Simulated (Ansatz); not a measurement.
**BH₆OSi+ (SMILES B[OH+][SiH3]): functionals against CCSD(T) at one geometry**

Aim: energy, forces and dipole at a structure displaced at random from a GFN2-xTB minimum, from CCSD(T) and from density functionals.

Program: Ansatz 0.2.0, Gaussian basis. Level of theory: single points in def2-TZVPP. These are calculated values, not measurements.

Correlated methods freeze the cores.

### 1 The system as given

SMILES `B[OH+][SiH3]`, 9 atoms, charge 1, spin multiplicity 1.

Atoms are counted from 1 here; the program's logs count them from 0.

Bond lengths: B1–O2 1.368 Å, B1–H4 1.148 Å, B1–H5 1.252 Å, O2–Si3 1.874 Å, O2–H6 0.990 Å, Si3–H7 1.334 Å, Si3–H8 1.412 Å, Si3–H9 1.595 Å. Angles: O2–B1–H4 131.4°, O2–B1–H5 113.8°, H4–B1–H5 113.3°, B1–O2–Si3 132.2°, B1–O2–H6 113.5°, Si3–O2–H6 112.8°, O2–Si3–H7 104.2°, O2–Si3–H8 104.4°, O2–Si3–H9 98.4°, H7–Si3–H8 120.4°, H7–Si3–H9 112.6°, H8–Si3–H9 113.4°.

Geometry (Å):

```xyz
9

B     0.0600    0.8799   -1.3235
O     0.4633    0.3755   -0.1181
Si   -0.2744   -0.9242    1.0128
H     0.5426    1.6523   -2.0228
H    -1.1446    0.6617   -1.5843
H     1.4062    0.5829    0.1003
H     0.4540   -2.0167    0.7748
H    -1.6544   -0.9071    0.7146
H     0.0806   -0.2446    2.4116
```

### 2 CCSD(T)/def2-TZVPP

run/in.yaml reads:

```yaml
crystal:
  periodic: [false, false, false]
  atoms:
    - {symbol: B, position_ang: [0.060000, 0.879900, -1.323500]}
    - {symbol: O, position_ang: [0.463300, 0.375500, -0.118100]}
    - {symbol: Si, position_ang: [-0.274400, -0.924200, 1.012800]}
    - {symbol: H, position_ang: [0.542600, 1.652300, -2.022800]}
    - {symbol: H, position_ang: [-1.144600, 0.661700, -1.584300]}
    - {symbol: H, position_ang: [1.406200, 0.582900, 0.100300]}
    - {symbol: H, position_ang: [0.454000, -2.016700, 0.774800]}
    - {symbol: H, position_ang: [-1.654400, -0.907100, 0.714600]}
    - {symbol: H, position_ang: [0.080600, -0.244600, 2.411600]}
basis:
  gaussian: {orbitals: def2-TZVPP}
total_charge: 1
correlation: {method: ccsd_t}
output: {forces: true}
```

No record of the launch command was kept for these runs.

### 3 PBE0-D4/def2-TZVPP

Changes to run/in.yaml since step 2:

```diff
@@ -15,3 +15,3 @@
 total_charge: 1
-correlation: {method: ccsd_t}
-output: {forces: true}
+hamiltonian: {xc: pbe0, dispersion: d4}
+output: {forces: true, orbitals: {seedname: orbitals}}
```

### 4 wB97M-V/def2-TZVPP

Changes to run/in.yaml since step 3:

```diff
@@ -15,3 +15,3 @@
 total_charge: 1
-hamiltonian: {xc: pbe0, dispersion: d4}
-output: {forces: true, orbitals: {seedname: orbitals}}
+hamiltonian: {xc: {name: wB97M-V}}
+output: {forces: true}
```

### 5 r2SCAN-D4/def2-TZVPP

Changes to run/in.yaml since step 4:

```diff
@@ -15,3 +15,3 @@
 total_charge: 1
-hamiltonian: {xc: {name: wB97M-V}}
+hamiltonian: {xc: r2scan, dispersion: d4}
 output: {forces: true}
```

### 6 PBE-D4/def2-TZVPP

Changes to run/in.yaml since step 5:

```diff
@@ -15,3 +15,3 @@
 total_charge: 1
-hamiltonian: {xc: r2scan, dispersion: d4}
+hamiltonian: {xc: pbe, dispersion: d4}
 output: {forces: true}
```

### 7 BHLYP-D4/def2-TZVPP

Changes to run/in.yaml since step 6:

```diff
@@ -15,3 +15,3 @@
 total_charge: 1
-hamiltonian: {xc: pbe, dispersion: d4}
+hamiltonian: {xc: {name: BHLYP}, dispersion: d4}
 output: {forces: true}
```

### 8 BLYP-D4/def2-TZVPP

Changes to run/in.yaml since step 7:

```diff
@@ -15,3 +15,3 @@
 total_charge: 1
-hamiltonian: {xc: {name: BHLYP}, dispersion: d4}
+hamiltonian: {xc: {name: BLYP}, dispersion: d4}
 output: {forces: true}
```

(Steps that only read results are left out.)

What does the calculation give? Wanted: energy less free atoms, CCSD(T)/def2-TZVPP; RMS force component; RMS force error; HOMO and LUMO, PBE0-D4; T1 diagnostic.

The runs gave:

| quantity | value |
| --- | --- |
| energy less free atoms, CCSD(T)/def2-TZVPP | -21.744 eV |
| RMS force component | 1.575 to 1.656 eV/Å over the methods |
| RMS force error | PBE0-D4 0.139, wB97M-V 0.081, r2SCAN-D4 0.103, PBE-D4 0.212, BHLYP-D4 0.170, BLYP-D4 0.186 eV/Å |
| HOMO and LUMO, PBE0-D4 | -14.74 and -6.47 eV |
| T1 diagnostic | 0.011 |

What this shows: Against CCSD(T) the functionals' energies less atoms differ by -0.789 to -0.206 eV, PBE-D4 by -0.440 eV. The reference is not at the basis limit: in triple zeta CCSD(T) underbinds, which counts against methods that bind more; the gaps are no ranking. The forces of wB97M-V come nearest to CCSD(T), those of PBE-D4 are farthest. Frozen-core CCSD(T) forces in triple zeta carry basis errors of their own, and this is one geometry, so small gaps rank nothing.
